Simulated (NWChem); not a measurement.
# CHO cation

```xyz
3

C      0.0000     0.0000    -0.5086
O      0.0000     0.0000     0.5958
H      0.0000     0.0000    -1.6198
```
Atoms are numbered in this order, from 1.

The geometry was optimised at PBE0/def2-SVP.

Question: List the 4 lowest vertical singlet excitations from CAM-B3LYP/6-31+G* (spherical d), TDA (NWChem).

Answer: 
```csv
state,energy (eV),oscillator strength,leading excitation (squared amplitude)
S1,9.49,0.000,HOMO−1 → LUMO (0.29)
S2,9.91,0.000,HOMO−1 → LUMO+1 (0.30)
S3,9.91,0.000,HOMO−1 → LUMO (0.30)
S4,11.76,0.005,HOMO−2 → LUMO+1 (0.87)
```
